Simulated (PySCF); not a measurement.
**Si2 (disilicon): U-wB97M-V/aug-cc-pVTZ**

What is the vertical electron affinity of Si2 (disilicon) at U-wB97M-V/aug-cc-pVTZ? Input form: a Python script.

Program for the calculation: PySCF 2.14.0.

4 further runs of the same task are left out: 4 set aside as unsound or not needed.

**1. The molecule**

The species is Si2 (2 atoms), meant as a triplet with charge 0. SMILES: `[Si]=[Si]`. The shape is that of a GFN2-xTB optimisation.

Bond lengths: Si1–Si2 2.174 Å.

**2. A single-point energy at U-wB97M-V/aug-cc-pVTZ**

File run.py:

```python
from pyscf import gto, dft

mol = gto.Mole()
mol.atom = '''
Si     0.000000     0.000000     0.000000
Si     0.000000     0.000000     4.108661
'''
mol.spin = 2
mol.max_memory = 1860
mol.verbose = 4
mol.unit = 'bohr'
mol.charge = 0
mol.basis = 'aug-cc-pvtz'
mol.build()

mf = dft.UKS(mol, xc='wb97m-v')
mf.grids.level = 5
mf.nlcgrids.level = 1
mf.conv_tol = 1e-10
mf.kernel()
if not mf.converged:
    mf = mf.newton().run(mf.mo_coeff, mf.mo_occ)

e_final = mf.e_tot
print(f'total energy: {e_final:.8f} hartree')
```

Command:

```sh
$ OMP_NUM_THREADS=1 python run.py
```

Output:

```text
PySCF version 2.14.0

[INPUT] num. atoms = 2
[INPUT] num. electrons = 28
[INPUT] charge = 0
[INPUT] spin (= nelec alpha-beta = 2S) = 2
[INPUT] symmetry False subgroup None
[INPUT] Mole.unit = bohr
[INPUT] Symbol           X                Y                Z      unit          X                Y                Z       unit  Magmom
[INPUT]  1 Si     0.000000000000   0.000000000000   0.000000000000 AA    0.000000000000   0.000000000000   0.000000000000 Bohr   0.0
[INPUT]  2 Si     0.000000000000   0.000000000000   2.174209768596 AA    0.000000000000   0.000000000000   4.108661000000 Bohr   0.0

nuclear repulsion = 47.7041060335715
number of shells = 26
number of NR pGTOs = 150
number of NR cGTOs = 100
basis = aug-cc-pvtz
ecp = {}

******** <class 'pyscf.dft.uks.UKS'> ********
method = UKS
initial guess = minao
damping factor = 0
level_shift factor = 0
DIIS = <class 'pyscf.scf.diis.CDIIS'>
diis_start_cycle = 1
diis_space = 8
diis_damp = 0
SCF conv_tol = 1e-10
SCF conv_tol_grad = None
SCF max_cycles = 50
direct_scf = True
direct_scf_tol = 1e-13
number electrons alpha = 15  beta = 13
XC library pyscf.dft.libxc version 7.0.0
    S. Lehtola, C. Steigemann, M. J.T. Oliveira, and M. A.L. Marques.,  SoftwareX 7, 1–5 (2018)
XC functionals = wb97m-v
radial grids:
    Treutler-Ahlrichs [JCP 102, 346 (1995); DOI:10.1063/1.469408] (M4) radial grids

becke partition: Becke, JCP 88, 2547 (1988); DOI:10.1063/1.454033
pruning grids: <function nwchem_prune>
grids dens level: 5
symmetrized grids: False
atomic radii adjust function: <function treutler_atomic_radii_adjust>
** Following is NLC and NLC Grids **
NLC functional = wb97m-v
radial grids:
    Treutler-Ahlrichs [JCP 102, 346 (1995); DOI:10.1063/1.469408] (M4) radial grids

becke partition: Becke, JCP 88, 2547 (1988); DOI:10.1063/1.454033
pruning grids: <function nwchem_prune>
grids dens level: 1
symmetrized grids: False
atomic radii adjust function: <function treutler_atomic_radii_adjust>
small_rho_cutoff = 0
Set gradient conv threshold to 1e-05
tot grids = 87104
tot grids = 12824
init E= -578.748235883873
[... the frontier-level lines of each cycle are left out ...]



cycle= 1 E= -578.819199003929  delta_E= -0.071  |g|= 0.102  |ddm|= 0.844
cycle= 2 E= -578.826709098529  delta_E= -0.00751  |g|= 0.0399  |ddm|= 0.264
cycle= 3 E= -578.827371554098  delta_E= -0.000662  |g|= 0.00771  |ddm|= 0.0375
cycle= 4 E= -578.827499379491  delta_E= -0.000128  |g|= 0.00212  |ddm|= 0.0193
cycle= 5 E= -578.827511219297  delta_E= -1.18e-05  |g|= 0.000622  |ddm|= 0.0073
cycle= 6 E= -578.827511927225  delta_E= -7.08e-07  |g|= 0.000223  |ddm|= 0.00101
cycle= 7 E= -578.827512069114  delta_E= -1.42e-07  |g|= 5.32e-05  |ddm|= 0.0006
cycle= 8 E= -578.827512077643  delta_E= -8.53e-09  |g|= 7.92e-06  |ddm|= 0.000266
cycle= 9 E= -578.827512077821  delta_E= -1.78e-10  |g|= 1.05e-06  |ddm|= 2.47e-05
cycle= 10 E= -578.827512077827  delta_E= -5.91e-12  |g|= 4.43e-07  |ddm|= 4.44e-06
Extra cycle  E= -578.827512077828  delta_E= -9.09e-13  |g|= 4.04e-07  |ddm|= 1.21e-06
converged SCF energy = -578.827512077828  <S^2> = 2.0047125  2S+1 = 3.00314
total energy: -578.82751208 hartree
```

Wall time 39 s (1 thread of Arm Neoverse V2, shared host); peak memory 0.54 GiB.

**3. The doublet anion, same level**

File calc.py:

```python
from pyscf import gto, dft

system = gto.Mole()
system.atom = [
    ('Si', (0.000000, 0.000000, 0.000000)),
    ('Si', (0.000000, 0.000000, 2.174210)),
]
system.max_memory = 1860
system.spin = 1
system.charge = -1
system.verbose = 3
system.basis = 'aug-cc-pvtz'
system.build()

ks = dft.UKS(system, xc='wb97m-v')
ks.grids.level = 5
ks.conv_tol = 1e-10
ks.nlcgrids.level = 1
ks.kernel()
if not ks.converged:
    ks = ks.newton().run(ks.mo_coeff, ks.mo_occ)

energy = ks.e_tot
print('E(%s) = %.9f' % ('WB97M-V', energy))
```

Command:

```sh
$ OMP_NUM_THREADS=1 python calc.py
```

Output:

```text
WARN: HOMO -0.162040890563838 >= LUMO -0.162040890563837

converged SCF energy = -578.899731843704  <S^2> = 0.7557604  2S+1 = 2.0057521
E(WB97M-V) = -578.899731844
```

It took 40 s on 1 thread of Arm Neoverse V2, shared host; peak memory 0.54 GiB.

**4. What came out**

At U-wB97M-V/aug-cc-pVTZ:

| quantity | value |
| --- | --- |
| triplet Si2: total energy | -578.82751 Eh |
| triplet Si2: dipole moment | 0.00 D |
| triplet Si2: HOMO energy (highest over α and β) | -7.41 eV |
| triplet Si2: LUMO energy (lowest over α and β) | -2.24 eV |
| triplet Si2: ⟨S²⟩ | 2.005 |
| doublet anion: total energy | -578.89973 Eh |
| doublet anion: HOMO energy (highest over α and β) | -2.06 eV |
| doublet anion: LUMO energy (lowest over α and β) | 2.70 eV |
| doublet anion: ⟨S²⟩ | 0.756 |
| vertical electron affinity (to the doublet anion) | 1.965 eV |

What this shows: At fixed nuclei the extra electron is bound by 1.97 eV (45 kcal/mol).
